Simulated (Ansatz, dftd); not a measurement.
Reaction: C3H4O (SMILES C#CCO) → C3H3 (SMILES C([CH2])#C, doublet) + HO (SMILES [OH], doublet) (the C-O bond breaks)
Each species at its own B3LYP-D3(BJ)/def2-TZVP minimum (Ansatz, a first-principles code), one conformer.

Property: bond dissociation energy (electronic), in kcal/mol. Open shells are spin-unrestricted; no spin-orbit coupling. Correlated methods leave the cores frozen. Rows without X2C or -DK are non-relativistic. CBS(X,Y): correlation extrapolated as X^-3, Hartree-Fock from the larger set. A bracket is a step between two methods taken in the basis named. Functionals run without relativity, which enters their misses. Double hybrids freeze cores in their MP2 part. '+ core + X2C': CCSD(T) terms for core correlation (cc-pwCVTZ) and scalar relativity (cc-pVTZ-DK). The UHF reference of C3H3 (C#C[CH2], doublet) is spin-contaminated (<S^2> up to 0.21 over the pure value in the sets run).

Compared with CCSD(T)/CBS(cc-pVTZ,cc-pVQZ) + [CCSDT(Q) - CCSD(T)]/cc-pVDZ + core + X2C (Ansatz): 86.9 kcal/mol.

Costs are rough ratios of core time, to one figure, on one kind of shared machine, summed over the single points of the molecules; atoms, geometries and frequencies are left out. The first row took roughly 10 core seconds; short runs hold start-up time.

```tsv
level	program	cost relative to the first row	difference (kcal/mol)
PBE0-D4/def2-TZVPD	Ansatz + dftd4	1	-5.0
r2SCAN/def2-TZVPD	Ansatz	1	-10.0
CAM-B3LYP/def2-TZVPD	Ansatz	1	-5.3
B2GP-PLYP-D3(BJ)/def2-TZVPD	Ansatz + dftd3	2	-2.3
B2GP-PLYP/def2-TZVPD	Ansatz	2	-2.7
B2PLYP/def2-TZVPD	Ansatz	2	-4.1
CCSDT(Q)/cc-pVDZ	Ansatz	100	-6.2
```

The dearest row costs roughly 100 times the first. Costs within a factor of two don't rank. The table holds for this case alone.
